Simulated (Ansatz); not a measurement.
Reaction (SMILES): C(Cl)Cl → [CH-](Cl)Cl + H+
B3LYP-D3(BJ)/def2-TZVP geometries, fixed; electronic energies without zero-point terms.

Basis-set convergence of the deprotonation energy at PBE0 with Ansatz (a first-principles code). Cartesian d functions, on some or all atoms, in 6-31G*, 6-311G**, 6-311+G**; all else is spherical. The program fits the integrals of some runs and decomposes those of others, by size. No added dispersion term, no relativity. Functions are those of the species that has most. Reference: the value in aug-pcseg-3, 386.69 kcal/mol, itself unsure by roughly 0.05 kcal/mol (its mean distance from aug-cc-pV(Q+d)Z, def2-QZVPPD). Deviations are taken from unrounded values.

| basis | functions | deprotonation energy (kcal/mol) | minus reference (kcal/mol) |
|---|---|---|---|
| STO-3G | 25 | 451.16 | 64.47 |
| 3-21G | 39 | 383.63 | -3.06 |
| 6-31G* | 57 | 393.76 | 7.07 |
| pcseg-1 | 60 | 385.13 | -1.56 |
| cc-pV(D+d)Z | 70 | 391.33 | 4.64 |
| 6-311G** | 84 | 387.07 | 0.38 |
| def2-SVPD | 90 | 385.36 | -1.33 |
| 6-311+G** | 96 | 385.42 | -1.26 |
| aug-cc-pV(D+d)Z | 105 | 383.45 | -3.24 |
| def2-TZVP | 117 | 389.34 | 2.65 |
| pcseg-2 | 126 | 388.50 | 1.81 |
| def2-TZVPD | 147 | 386.41 | -0.28 |
| jun-cc-pV(T+d)Z | 163 | 386.21 | -0.48 |
| 6-311++G(3df,3pd) | 169 | 386.81 | 0.12 |
| cc-pV(Q+d)Z | 243 | 388.41 | 1.72 |
| pcseg-3 | 254 | 387.16 | 0.47 |
| def2-QZVPP | 257 | 387.64 | 0.95 |
| cc-pV(5+d)Z | 401 | 387.56 | 0.87 |
